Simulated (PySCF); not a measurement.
# XPS shifts beside NMR shieldings

Compound: C5H6.
Structure used (PBE0-D3(BJ)/def2-SVP), in Å, numbered top down from 1:
```
atom  x, y, z in Å
C1     2.3808   -0.4210    0.5402
C2     1.2440   -0.1003    0.2594
C3    -0.1138    0.2232   -0.0643
C4    -0.4675    1.4828   -0.3713
C5    -1.0897   -0.9199   -0.0376
H6     3.3892   -0.6980    0.7875
H7     0.2649    2.2924   -0.3818
H8    -1.5037    1.7265   -0.6176
H9    -0.7863   -1.7062   -0.7470
H10   -1.1177   -1.3833    0.9609
H11   -2.1022   -0.5818   -0.2976
```

Binding energies: delta-SCF UKS SCAN, pcX-2 on the ionised atom, pcseg-1 elsewhere, spin-free X2C (PySCF 2.14.0). Shieldings: GIAO B3LYP/pcSseg-2, non-relativistic, same geometry.

| atom | C 1s (eV) |
| --- | --- |
| C1 | 290.12 |
| C2 | 290.67 |
| C3 | 291.37 |
| C4 | 290.04 |
| C5 | 290.96 |

Problem. What are the absolute isotropic shieldings of these atoms?

Solution. 
```
atom                      environment  C 1s (eV)  isotropic shielding (ppm)
  C4             terminal =CH2 carbon     290.04                       45.2
  C1           terminal alkyne carbon     290.12                       94.8
  C2                    alkyne carbon     290.67                       90.0
  C5                   allylic carbon     290.96                      151.8
  C3  fully substituted alkene carbon     291.37                       37.8
```

Problem. Among the listed atoms, is the one with the highest binding energy also the least shielded?

Solution. Yes: C3 has both (291.37 eV, 37.8 ppm).

By binding energy: C4 < C1 < C2 < C5 < C3. By shielding: C3 < C4 < C2 < C1 < C5.

The unrestricted hole states depart most from a pure doublet (⟨S²⟩ = 0.75; over 0.85 named) for C 1s of C1 (0.87), C 1s of C2 (0.94) and C 1s of C3 (0.92), which makes these values less certain. Geometry: PBE0-D3(BJ)/def2-SVP; no solvent, vibrations or thermal averaging.
